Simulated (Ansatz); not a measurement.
What a trial cell of CaGeH₄ relaxes into

All numbers below come from DFT PBE, scalar-relativistic, plane waves, PAW (Ansatz 0.2.0). Cutoff 420 eV, Γ-centred k mesh, Gaussian smearing, no spin polarisation in the final step.

CaGeH₄ was placed on the sites of a reported KPrTe4 cell (P4/nbm, No. 125), with Ca in place of K, Ge in place of Pr, H in place of Te, at a guessed volume.

```
Ca Ge H
1.0
     4.89613    0.00000    0.00000
     0.00000    4.89613    0.00000
     0.00000    0.00000    6.18857
Ca Ge H
2 2 8
Direct
  0.00000 0.00000 0.00000
  0.50000 0.50000 0.00000
  0.00000 0.00000 0.50000
  0.50000 0.50000 0.50000
  0.35816 0.85816 0.28351
  0.14184 0.35816 0.28351
  0.64184 0.14184 0.28351
  0.85816 0.64184 0.28351
  0.35816 0.14184 0.71649
  0.14184 0.64184 0.71649
  0.64184 0.85816 0.71649
  0.85816 0.35816 0.71649
```

Cell and atoms relax at zero pressure; the relaxation can't lower the symmetry of the start. After a coarse first stage the cell is made exact in the group found at 0.06 Å.

Energies over the elements count from the elements' standard structures at the same level (H₂ as a molecule), with no empirical corrections.

Problem. Describe the relaxed structure.

Solution. It keeps P4/nbm (No. 125), but not the shape of the type it started on. Conventional cell: a = 4.987 Å, c = 5.594 Å. Ca has 8 H at 2.37 Å and 2 Ge at 2.80 Å; Ge is coordinated by 8 H at 2.17 Å; H is coordinated by 2 Ge at 2.17 Å, 2 Ca at 2.37 Å and 5 H at 2.51–2.52 Å.

```cif
data_structure
_symmetry_space_group_name_H-M 'P4/nbm:1'
_symmetry_Int_Tables_number 125
_cell_length_a 4.9874
_cell_length_b 4.9874
_cell_length_c 5.5944
_cell_angle_alpha 90.000
_cell_angle_beta 90.000
_cell_angle_gamma 90.000
_cell_volume 139.16
loop_
_atom_site_label
_atom_site_type_symbol
_atom_site_symmetry_multiplicity
_atom_site_Wyckoff_symbol
_atom_site_fract_x
_atom_site_fract_y
_atom_site_fract_z
_atom_site_occupancy
Ca1 Ca 2 a 0.00000 0.00000 0.00000 1
Ge1 Ge 2 b 0.00000 0.00000 0.50000 1
H1 H 8 m 0.28496 0.78496 0.27969 1
```

Problem. What are its volume, energy, density and gap?

Solution. The volume per atom is 11.60 Å³ and the density is 2.79 g/cm³. The energy over the elements is 0.19 eV/atom and the gap on the 8×8×8 mesh is 0 eV (a metal).

The final run used a 8×8×8 mesh on its 12-atom cell and 0.10 eV smearing. The k mesh leaves about 4 meV/atom of noise in metals. A structure relaxed within its symmetry needn't be a true minimum.

Cost: 3 runs of about 2.4 core-minutes in all, on Arm Neoverse V2 (shared hosts).